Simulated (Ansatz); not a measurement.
# NaBH2 (quintet): wave-function methods side by side, def2-TZVPP

An exercise on one series of results from a longer session: the logs are not shown, and one member is left open.

Method: def2-TZVPP, core rule «outside noble gas», up to 6 orbitals frozen; program: Ansatz 0.2.0, Gaussian basis.

Plan: UHF; ROHF; CCSD(T) on UHF.

2 further runs of the same task are left out: 2 set aside as unsound or not needed.

### What is computed

The geometry is a PBE0/def2-TZVP stationary point (not a proven minimum) of the parent state, kept for this charge and spin.

4 atoms, charge 0, spin multiplicity 5.

Atoms are counted from 1 here; the program's logs count them from 0.

Bond lengths: B1–Na2 2.459 Å, B1–H3 1.203 Å, B1–H4 1.203 Å. Angles: Na2–B1–H3 86.9°, Na2–B1–H4 86.9°, H3–B1–H4 129.3°.

The first run:

Input file in.yaml:

```yaml
crystal:
  periodic: [false, false, false]
  atoms:
    - {symbol: B, position_ang: [-0.121622, 0.000000, 1.577484]}
    - {symbol: Na, position_ang: [0.022796, 0.000000, -0.877130]}
    - {symbol: H, position_ang: [0.392274, -1.087525, 1.543168]}
    - {symbol: H, position_ang: [0.392275, 1.087524, 1.543168]}
basis:
  gaussian: {orbitals: def2-TZVPP}
magnetization: {spin_polarized: true, initial_magnetization: 4}
hamiltonian: {xc: hf}
output: {orbitals: {seedname: orbitals}}
```

Command:

```
> ansatz run in.yaml --threads 1 --pin off --events-out ev --progress --plain --max-ram 4096MiB --backend cpu
```

Among the steps run: UHF; ROHF; CCSD(T) on UHF.

One table of the session follows, with a row left open; its other results are not shown here.

| method | from UCCSD(T) (meV) |
| --- | --- |
| ROHF | +2869.5 |
| UHF | ? |
| UMP2 | +636.3 |
| UCCSD | +98.0 |
| UCCSD(T) | 0 |

**Question.** Estimate the row for UHF.

**Answer.** from UCCSD(T) (meV): +2802.0. In the column «from UCCSD(T) (meV)» it lies between UMP2 (+636.3) and ROHF (+2869.5).
